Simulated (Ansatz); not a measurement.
Zinc-blende InP: PBE at its full settings (plane-wave cutoff 520 eV, 10×10×10 k mesh, Fermi–Dirac smearing 0.01 eV, scalar-relativistic PAW data made under PBE) and at cheaper ones, in a cell of 2 atoms with Γ-centred meshes.

```json
[
 {"level and setting": "PBE (Ansatz)", "lattice parameter a (Å)": "5.959", "bulk modulus B0 (GPa)": "59.5"},
 {"level and setting": "PBE (2×2×2 k mesh) (Ansatz)", "lattice parameter a (Å)": "6.237", "bulk modulus B0 (GPa)": "41.2"},
 {"level and setting": "PBE (4×4×4 k mesh) (Ansatz)", "lattice parameter a (Å)": "5.964", "bulk modulus B0 (GPa)": "60.0"},
 {"level and setting": "PBE (6×6×6 k mesh) (Ansatz)", "lattice parameter a (Å)": "5.959", "bulk modulus B0 (GPa)": "59.8"},
 {"level and setting": "PBE (Fermi-Dirac smearing of 0.3 eV) (Ansatz)", "lattice parameter a (Å)": "5.964", "bulk modulus B0 (GPa)": "57.8"}
]
```

Largest shifts from the full settings: lattice constant a +4.67 % (PBE (2×2×2 k mesh)), against a difference of +1.72 % of the full result from the reference 5.858 Å (measured, static lattice: zero-point anharmonic expansion removed; as tabulated in Mejia-Rodriguez and Trickey (2018), arXiv:1807.09216); bulk modulus -31 % (PBE (2×2×2 k mesh)), against a difference of -17.4 % of the full result from the reference 72 GPa (measured, 0 K value with the zero-point phonon effect removed; as tabulated in Mejia-Rodriguez and Trickey (2018), arXiv:1807.09216).

The full settings aren't shown to be converged themselves.

Caveats: the gap of the solid is closed in this run (PBE (2×2×2 k mesh)). Ansatz's density-functional and Hartree–Fock values are scalar-relativistic unless marked +SOC, with PAW data made under PBE.

Run with cheap settings on purpose, which may leave them unconverged: PBE (2×2×2 k mesh), PBE (4×4×4 k mesh), PBE (6×6×6 k mesh), PBE (Fermi-Dirac smearing of 0.3 eV).

Ansatz is an electronic-structure program.
